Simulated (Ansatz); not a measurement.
Calculation: PBE-D3(BJ)/def2-SVP (Ansatz, a program for electronic structure). No frequencies were computed at this level.

Ansatz 0.2 input:
```yaml
crystal:
  periodic: [false, false, false]
  atoms:
    - { symbol: C, position_ang: [-0.487175, -0.011957, 0.000125] }
    - { symbol: C, position_ang: [0.948914, 0.023293, -0.000244] }
    - { symbol: N, position_ang: [2.091158, 0.051327, -0.000539] }
    - { symbol: H, position_ang: [-0.833136, -0.754799, -0.717457] }
    - { symbol: H, position_ang: [-0.844466, -0.275266, 0.994831] }
    - { symbol: H, position_ang: [-0.875295, 0.967404, -0.276717] }
basis:
  gaussian: { orbitals: def2-svp }
hamiltonian:
  xc: pbe
  dispersion: d3bj
relax:
  max_steps: 150
```

Output:

```
Functional definition: PBE
662 factors; their error is unknown
mean field evaluation 1: about -3598.6711 eV, gradient 5.1e1 eV
mean field evaluation 2: about -3590.2770 eV, gradient 7.7e1 eV
mean field evaluation 4: about -3604.9938 eV, gradient 3.6e0 eV
mean field evaluation 8: about -3604.9962 eV, gradient 1.4e-1 eV
mean field -3604.99624967 eV, -132.4811686212 hartree, gradient 7.7e-5 eV, S^2 0.000000; 0 other end points of the search recorded, 0 dependent functions left out
reference -3604.99627381 eV, -132.4811695084 hartree; 11, 11 occupied and 46, 46 virtual orbitals, 662 factors
relax step   1: F+E_penalty+E_count = -3605.07320201 eV  Δ(F+E_penalty+E_count) = +0.000e0 eV  max|allowed force component| = 3.566e0 eV/Å  Δτ_max = 0.0000 Å  (25 SCF iters, accepted)
these checks for a lower state are left out or cut short: starts, cluster_reference, orbital_swaps, neighbouring_geometries, increment
662 factors; their error is unknown
mean field evaluation 16: about -3605.0862 eV, gradient 2.8e0 eV
mean field -3605.07384198 eV, -132.4840200861 hartree, gradient 8.2e-6 eV, S^2 0.000000; 0 other end points of the search recorded, 0 dependent functions left out
reference -3605.07386626 eV, -132.4840209781 hartree; 11, 11 occupied and 46, 46 virtual orbitals, 662 factors
relax step   2: F+E_penalty+E_count = -3605.15011085 eV  Δ(F+E_penalty+E_count) = -7.691e-2 eV  max|allowed force component| = 4.254e-1 eV/Å  Δτ_max = 0.0433 Å  (29 SCF iters, accepted)
these checks for a lower state are left out or cut short: starts, cluster_reference, orbital_swaps, neighbouring_geometries, increment
662 factors; their error is unknown
mean field -3605.07666514 eV, -132.4841238352 hartree, gradient 8.4e-6 eV, S^2 0.000000; 0 other end points of the search recorded, 0 dependent functions left out
reference -3605.07668946 eV, -132.4841247291 hartree; 11, 11 occupied and 46, 46 virtual orbitals, 662 factors
relax step   3: F+E_penalty+E_count = -3605.15280781 eV  Δ(F+E_penalty+E_count) = -2.697e-3 eV  max|allowed force component| = 5.306e-2 eV/Å  Δτ_max = 0.0070 Å  (30 SCF iters, accepted)
these checks for a lower state are left out or cut short: starts, cluster_reference, orbital_swaps, neighbouring_geometries, increment
662 factors; their error is unknown
mean field evaluation 32: about -3605.1064 eV, gradient 1.5e-1 eV
mean field -3605.07669496 eV, -132.4841249310 hartree, gradient 7.2e-5 eV, S^2 0.000000; 0 other end points of the search recorded, 0 dependent functions left out
reference -3605.07671928 eV, -132.4841258249 hartree; 11, 11 occupied and 46, 46 virtual orbitals, 662 factors
relax step   4: F+E_penalty+E_count = -3605.15282595 eV  Δ(F+E_penalty+E_count) = -1.814e-5 eV  max|allowed force component| = 1.691e-3 eV/Å  Δτ_max = 0.0008 Å  (19 SCF iters, accepted)
662 factors; their error is unknown
mean field -3605.07669496 eV, -132.4841249310 hartree, gradient 7.2e-5 eV, S^2 0.000000; 1 other end points of the search recorded, 0 dependent functions left out
reference -3605.07671928 eV, -132.4841258249 hartree; 11, 11 occupied and 46, 46 virtual orbitals, 662 factors
Total energy: -3605.15285028 eV, -132.4869235874 hartree
Atom 0 at    -0.486966    -0.011952     0.000125 Å, force     0.000873     0.000026    -0.000002 eV/Å
Atom 1 at     0.970268     0.023816    -0.000249 Å, force     0.001297     0.000019     0.000003 eV/Å
Atom 2 at     2.140708     0.052545    -0.000552 Å, force    -0.001691    -0.000034    -0.000002 eV/Å
Atom 3 at    -0.856642    -0.763580    -0.725469 Å, force    -0.000165     0.000213     0.000212 eV/Å
Atom 4 at    -0.868098    -0.278690     1.005949 Å, force    -0.000162     0.000071    -0.000294 eV/Å
Atom 5 at    -0.899270     0.977864    -0.279805 Å, force    -0.000153    -0.000296     0.000082 eV/Å
Dipole moment:    -0.774186    -0.019003     0.000199 e Å
```

Cost: roughly 4 core-seconds.
